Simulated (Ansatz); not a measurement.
AlSiH$_{7}$, closed shell: a relaxation.

The input file, in.yaml:

```yaml
crystal:
  periodic: [false, false, false]
  atoms:
    - {symbol: Al, position_ang: [-0.795807, -0.826057, -0.828434]}
    - {symbol: H, position_ang: [0.600566, -0.591224, -1.776114]}
    - {symbol: H, position_ang: [-0.735452, -2.261709, -0.185446]}
    - {symbol: H, position_ang: [-1.943161, 0.100717, -1.378839]}
    - {symbol: H, position_ang: [0.691809, -0.050663, -0.799136]}
    - {symbol: Si, position_ang: [0.454369, 0.700678, 0.925719]}
    - {symbol: H, position_ang: [0.673114, 2.124199, 0.555980]}
    - {symbol: H, position_ang: [-0.637218, 0.645647, 1.939909]}
    - {symbol: H, position_ang: [1.691979, 0.158413, 1.546361]}
basis:
  gaussian: {orbitals: def2-TZVP}
hamiltonian: {xc: {name: revPBE}, dispersion: d4}
relax: {f_tol: 0.01, max_steps: 60, escape_saddle: true}
```

Run by:

```bash
ansatz run in.yaml --threads 2 --pin off --events-out ev --progress --plain --max-ram 4352MiB
```

What Ansatz 0.2.0 printed:

```
Error: invalid value for `relax.escape_saddle`: a Gaussian basis doesn't support `true`; leave it out, and run phonons on the result
```

Hardware: 2 CPU threads of an Intel Xeon 6975P-C, shared host. Wall time about 0.05 s.


The program refused the input.